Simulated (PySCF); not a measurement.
How the method moves the HOMO and LUMO of `C#CC1=C[C@@H]1F`

Species: C₅H₃F.
Cartesian coordinates in Å at the PBE0-D3(BJ)/def2-SVP level; atoms count from 1:
```
atom  x, y, z in Å
C1     2.5287   -0.4009   -0.0645
C2     1.3319   -0.2114   -0.1389
C3    -0.0499   -0.0095   -0.1896
C4    -1.1541    0.2562   -0.8552
C5    -1.3066    0.0743    0.5865
F6    -1.5201    1.1674    1.3812
H7     3.5894   -0.5611    0.0011
H8    -1.6278    0.4945   -1.8051
H9    -1.7811   -0.8046    1.0452
```

Basis pcSseg-2 throughout (PySCF), one geometry. Isolated species at its PBE0-D3(BJ)/def2-SVP geometry, gas phase.

How do the orbital energies, the gap and the dipole change with the method?

```
   method                    kind  HOMO (eV)  LUMO (eV)  gap (eV)  μ (D)  SCF cycles
     BLYP                     GGA      -6.50      -2.36      4.14   1.99          18
    B97-D                     GGA      -6.59      -2.40      4.20   1.97          17
     OPBE                     GGA      -6.63      -2.43      4.20   1.90          17
      PBE                     GGA      -6.65      -2.52      4.13   1.96          17
      KT2                     GGA      -6.65      -2.47      4.18   1.99          18
      KT3                     GGA      -6.68      -2.45      4.23   1.98          18
     BP86                     GGA      -6.73      -2.59      4.14   1.96          18
      LDA                     LDA      -6.83      -2.77      4.06   2.02          16
    B97-2           global hybrid      -7.51      -1.62      5.90   2.07          14
    B3LYP           global hybrid      -7.54      -1.79      5.75   2.10          15
     PBE0           global hybrid      -7.77      -1.59      6.18   2.08          14
 mPW1PW91           global hybrid      -7.78      -1.59      6.19   2.09          14
BHandHLYP           global hybrid      -8.67      -0.52      8.16   2.22          13
CAM-B3LYP  range-separated hybrid      -9.02      -0.48      8.54   2.17          14
  wB97X-D  range-separated hybrid      -9.51       0.19      9.71   2.10          14
       HF            Hartree–Fock     -10.02       2.13     12.15   2.31          12
  LC-wPBE  range-separated hybrid     -10.36       0.64     11.00   2.16          13
```

The HOMO spans 3.87 eV, from BLYP down to LC-wPBE, and the gap runs from 4.06 eV (LDA) to 12.15 eV (HF). Over the methods BLYP (0 %), B97-D (0 %), OPBE (0 %), PBE (0 %), KT2 (0 %), KT3 (0 %), BP86 (0 %), LDA (0 %), B97-2 (21 %), B3LYP (20 %), PBE0 (25 %), mPW1PW91 (25 %), BHandHLYP (50 %), HF (100 %), a straight line through the gap against the share of exact exchange rises by 0.80 eV for each 10 % (correlation coefficient 1.000). The dipole ranges from 1.90 D (OPBE) to 2.31 D (HF). This basis has no diffuse functions.
